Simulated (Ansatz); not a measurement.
Basis-set series for `[OH][AlH][Cl]`. Charge 0, multiplicity 1. Geometry: relaxed with PBE0-D4/def2-TZVP. It is one conformer, not always the lowest.

```csv
functional,basis,functions,energy (Eh),HOMO (eV),LUMO (eV)
PBE0-D4,def2-SVP,60,-778.54714,-8.94,-0.55
PBE0-D4,def2-QZVPP,257,-778.91750,-9.15,-0.84
ωB97M-V,def2-SVP,60,-778.83224,-11.15,1.20
ωB97M-V,def2-QZVPP,257,-779.20156,-11.43,0.57
```

**Question.** Give the rows for def2-TZVPP. (Best estimate.)

**Answer.** Ansatz gave: 
```tsv
functional	basis	functions	energy (Eh)	HOMO (eV)	LUMO (eV)
PBE0-D4	def2-TZVPP	143	-778.89142	-9.11	-0.76
ωB97M-V	def2-TZVPP	143	-779.17665	-11.38	0.86
```

Positive LUMOs are unbound and depend on the basis.
